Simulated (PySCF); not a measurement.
Gas-phase reaction: 2 BH + 4 C2H2 (acetylene) = B2H6 + 2 C4H2

Computed with PySCF and rigid-rotor harmonic-oscillator thermochemistry at 1 bar. † marks an energy on the PBE0/def2-TZVP geometry and frequencies; other levels use their own. All species are closed-shell singlets.

| level | ΔH°(298 K), kJ |
|---|---|
| BLYP/def2-TZVP† | -879 |
| PBE/def2-TZVP† | [?] |
| PBE0/def2-QZVP† | -955 |
| PBE0/def2-TZVP | [?] |
| LDA/def2-TZVP† | -1135 |
| ωB97M-V/def2-TZVP† | [?] |

Q: What belongs in the gaps?

A: 
- PBE/def2-TZVP†, ΔH°(298 K), kJ: -981
- PBE0/def2-TZVP, ΔH°(298 K), kJ: -960
- ωB97M-V/def2-TZVP†, ΔH°(298 K), kJ: -862
